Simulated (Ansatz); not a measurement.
The first iterations of a band of C2H3ClO (7 atoms, charge 0, multiplicity 1).

The calculation used Ansatz 0.2.0, RKS PBE0/STO-3G.

```
movable images  : 1
climbing image  : yes
spring          : 5.0 eV/Å²
optimiser       : quadratic models (default)
start path      : IDPP
force threshold : 0.03 eV/Å
iteration limit : 60
end points      : relaxed
```

Initial state:

```xyz
7
Properties=species:S:1:pos:R:3
O -1.302 1.301 -0.631
C -0.207 0.719 -0.552
C 0.096 -0.397 0.489
Cl 0.760 -1.872 -0.365
H 0.664 0.939 -1.224
H -0.817 -0.694 1.032
H 0.868 -0.064 1.205
```

Final state:

```xyz
7
Properties=species:S:1:pos:R:3
O -0.414 1.877 -0.306
C -0.281 0.672 -0.579
C 0.076 -0.410 0.482
Cl 1.503 -1.396 -0.098
H -0.401 0.250 -1.611
H -0.766 -1.112 0.620
H 0.343 0.051 1.447
```

| iteration | highest image above the first end (eV) | largest band force component (eV/Å) |
| --- | --- | --- |
| 1 | 0.129 | 1.439 |
| 2 | 0.036 | 0.574 |

**Question.** Does the band converge within its limit, and where does its top end?

**Answer.** The forces met the threshold. It ended after 6 iterations with the highest image 0.023 eV above the first end. Another band between the same ends (7 images) ends at a top of the same energy, where a vibrational analysis finds 1 clearly imaginary mode. So few images can step over the top or miss a turn of the path. Limits of this set-up: minimal basis.

Run time: 7.6 s on 1 thread of Arm Neoverse V2 (shared host), peak memory 0.086 GiB.
